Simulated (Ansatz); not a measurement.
**A convergence study on BNH6 (SMILES [BH3-][NH3+])**

BNH6: 8 atoms, total charge 0, spin state singlet. As SMILES, `[BH3-][NH3+]`. The shape is that of a PBE0-D4/def2-TZVP optimisation.

```xyz
8

B    -0.1913    0.2508   -0.7754
N     0.2065   -0.2551    0.7317
H    -0.0782   -0.7284   -1.4810
H    -1.3326    0.6497   -0.6872
H     0.6044    1.1266   -1.0384
H     0.1408    0.5070    1.3987
H     1.1566   -0.6113    0.7553
H    -0.4140   -0.9965    1.0405
```

Program: Ansatz 0.2.0. Method: CCSD(T). Swept: basis set. Watched: the (T) correction. Each run: energy, 2 core orbitals frozen. Hardware: 1 thread of Arm Neoverse V1, shared host.

Deviations are taken from the sweep's last point, which isn't the limit.

| basis set | basis functions | value (mEh) | from the best (mEh) | wall time |
| --- | --- | --- | --- | --- |
| cc-pVDZ | 58 | -7.3011 | +5.6933 | 0.76 s |
| jun-cc-pV(D+d)Z | 66 | -7.4843 | +5.5100 | 1.2 s |
| aug-cc-pVDZ | 100 | -8.8677 | +4.1266 | 4.8 s |
| d-aug-cc-pVDZ | 142 | -8.9351 | +4.0592 | 19 s |
| cc-pVTZ | 144 | -12.4656 | +0.5287 | 14 s |
| jun-cc-pV(T+d)Z | 162 | -12.6241 | +0.3703 | 23 s |
| aug-cc-pVTZ | 230 | -12.9943 | 0.0000 | 9.9 min |

Task: For a target of 0.5 mEh, where can one stop?

Result: jun-cc-pV(T+d)Z: it is 0.3703 mEh off and takes 23 s, against 9.9 min for aug-cc-pVTZ.
